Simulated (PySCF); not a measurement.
## A search over the determinants of SiC

Unrestricted PBE0; Si cc-pV(D+d)Z, C cc-pVDZ; no relativity (PySCF 2.14). Outer shells of the fragments: Si 3s2 3p2; C 2s2 2p2.

Followed along the bond (rough minima from three points):

```
2Ms+1  unpaired  ⟨S²⟩ at the start  R at minimum (Å)  Te (eV)
    3  σ ↑, π ↑               2.11              1.72     0.00
    1  σ ↑, π ↓               1.03              1.72     0.32
    3      π ↑↑               2.01              1.82     0.37
    1      π ↑↓               1.01              1.82     0.65
    1      none               0.00              1.84     1.50
```

Solutions found at the starting distance of 1.825 Å, counted from the lowest of them; the search is not exhaustive and high or unbound solutions are not listed, so other states can lie among these:

```tsv
2Ms+1	unpaired	term	E (eV)	⟨S²⟩	⟨Lz²⟩	μ (D)
3	σ ↑, π ↑	³Π	0.00	2.11	1.00	-1.57
3	π ↑↑	³Σ⁻	0.22	2.01	0.00	-2.30
1	σ ↑, π ↓	mixed	0.32	1.03	1.03	-1.80
1	π ↑↓	mixed	0.50	1.01	2.01	-2.23
1	none	mixed	1.35	0.00	2.00	-2.00
1	none	¹Σ⁺	1.63	0.00	0.00	-2.25
```

A term symbol is given only where ⟨S²⟩ and ⟨Lz²⟩ are close to those of a pure state; real π, δ and φ orbitals otherwise mix terms. A positive dipole means Si(−)C(+).
